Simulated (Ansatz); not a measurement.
Compare A (`CC1CCC1`) with its isomer B (`C=CC(C)C`).

Calculated with Ansatz (gas phase, PBE0-D4/def2-TZVP geometries, no zero-point term in ΔE). CCSD(T)/CBS is the MP2 limit (def2-TZVPP, def2-QZVPP) plus CCSD(T) − MP2 in def2-TZVPP, frozen cores. DFT in def2-TZVPP. B3LYP here is the variant with VWN-RPA as its local correlation; programs differ in this. Each species was taken in one conformer, which may not be the lowest.

(1) Which is lower in electronic energy at CCSD(T)/CBS, and by how much? (Estimate.)

(2) Give E(B) − E(A) in kcal/mol with PBE-D4, r2SCAN-D4, MP2/def2-TZVPP, B3LYP-D4, HF/def2-TZVPP, PBE0-D4, CCSD(T)/def2-TZVPP. (An estimate is asked.)

Largest T1 diagnostic: 0.009.

Results:

(1) The calculation gave: B, by 5.0 kcal/mol.

(2) Computed: PBE-D4 -2.9, r2SCAN-D4 -4.5, MP2/def2-TZVPP -2.9, B3LYP-D4 -6.8, HF/def2-TZVPP -7.4, PBE0-D4 -1.2, CCSD(T)/def2-TZVPP -4.4. None reverses the order clearly.

In def2-TZVPP, CCSD(T) changes the Hartree–Fock value by +2.9 kcal/mol (the triples alone add −0.3 kcal/mol) and MP2 by +4.4 kcal/mol. From PBE to PBE0 (25 % exact exchange), in def2-TZVPP and without D4, E(B) − E(A) moves by +1.7 kcal/mol.
